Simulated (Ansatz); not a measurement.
Reaction (hydrogenolysis of a C–C bond): `CC(C)(O)Cl` + H₂ → `CC(O)Cl` + CH₄

Gas-phase electronic energies from Ansatz, PBE0-D4/def2-TZVP geometries. CBS: MP2 limit from def2 TZ/QZ plus the TZ coupled-cluster correction, frozen cores. This one scheme is used for every species. Functionals use def2-TZVPP. Each species was taken in one conformer, which may not be the lowest.

```csv
level,ΔE (kJ/mol)
r2SCANh,-52.1
MP2/def2-SVP,-40.7
```

What does CCSD(T)/CBS give? (Best estimate.)

Ansatz gave: -46.9 kJ/mol. The listed levels differ from it by -5.2, 6.2 kJ/mol.

Largest T1 diagnostic among the species: 0.010.

In def2-TZVPP, CCSD(T) changes the Hartree–Fock value by +24.0 kJ/mol (the triples alone add +4.9 kJ/mol) and MP2 by +29.2 kJ/mol. Leaving LDA and LC-ωPBE aside and taking each functional with its dispersion term where it has one, the values, not all of them listed here, spread over 13.0 kJ/mol, from B2PLYP to revPBE-D4. LDA lies +15.4 kJ/mol from PBE without D4.

CCSD(T)/CBS has its own doubt, a few kJ/mol and more with outer-core shells, so smaller differences from it don't rank the levels.
